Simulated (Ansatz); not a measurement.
A nudged elastic band was laid between two geometries of C2H4FNO (9 atoms, charge 0, multiplicity 1).

These are results of RKS PBE/def2-SVP (Ansatz 0.2.0), not measurements.

```json
{
 "movable images": "5",
 "climbing image": "yes",
 "spring": "5.0 eV/Å²",
 "optimiser": "quadratic models (default)",
 "start path": "through a guess of the saddle point",
 "force threshold": "0.05 eV/Å",
 "iteration limit": "60",
 "end points": "relaxed"
}
```

First end point:

```xyz
9
Properties=species:S:1:pos:R:3
C 1.124 0.399 0.628
N 0.214 -0.533 0.002
C -0.892 -0.152 -0.474
O -1.790 -0.946 -1.072
F -1.369 1.108 -0.468
H 2.017 0.550 -0.016
H 1.497 -0.029 1.582
H 0.685 1.399 0.841
H -1.396 -1.842 -1.039
```

Last end point:

```xyz
9
Properties=species:S:1:pos:R:3
C 1.032 0.430 0.753
N -0.029 -0.457 0.331
C -0.748 -0.194 -0.673
O -1.748 -0.962 -1.128
F -0.648 0.891 -1.463
H 1.150 1.339 0.124
H 1.998 -0.118 0.758
H 0.855 0.754 1.801
H -1.774 -1.730 -0.520
```

Q: What changes between the two ends?

A: No bond is made or broken.

Q: Give the energies along the band, and the barrier.

A: The run converged. The highest image is number 3 of 0 to 6, 2.9 kJ/mol above the first end and 3.2 kJ/mol above the last; the last end lies 0.3 kJ/mol below the first. A vibrational analysis at the climbing image gives one clearly imaginary mode, 118i cm⁻¹: a first-order saddle point.

```
image  path coordinate (Å)  energy (kJ/mol)
    0                 0.00              0.0
    1                 0.39              1.1
    2                 0.77              2.4
    3                 1.16              2.9
    4                 1.62              2.0
    5                 2.08              0.4
    6                 2.54             -0.3
```

Q: What is the geometry of the highest image?

A: 
```xyz
9
Properties=species:S:1:pos:R:3:forces:R:3
C 1.079 0.392 0.705 0.00 0.01 0.00
N 0.104 -0.549 0.189 0.00 0.00 0.00
C -0.816 -0.160 -0.582 0.00 -0.01 0.00
O -1.763 -0.943 -1.114 -0.01 0.01 -0.01
F -1.009 1.103 -1.006 0.00 0.00 0.00
H 1.646 0.904 -0.104 0.00 0.00 0.00
H 1.809 -0.142 1.343 0.00 0.00 0.00
H 0.610 1.189 1.325 0.00 0.00 0.00
H -1.572 -1.841 -0.774 0.00 0.00 0.00
```

Q: What are the harmonic wavenumbers there?

A: 118i, 224, 240, 499, 535, 622, 691, 865, 1042, 1069, 1103, 1241, 1363, 1380, 1415, 1426, 1808, 2937, 3005, 3056, 3681 cm⁻¹.

The band took 12 iterations and of the order of 110 core-seconds.

Time of the run: 55 s on 2 threads of Intel(R) Xeon(R) Platinum 8488C (Sapphire Rapids), on a shared host, peak memory 0.14 GiB.
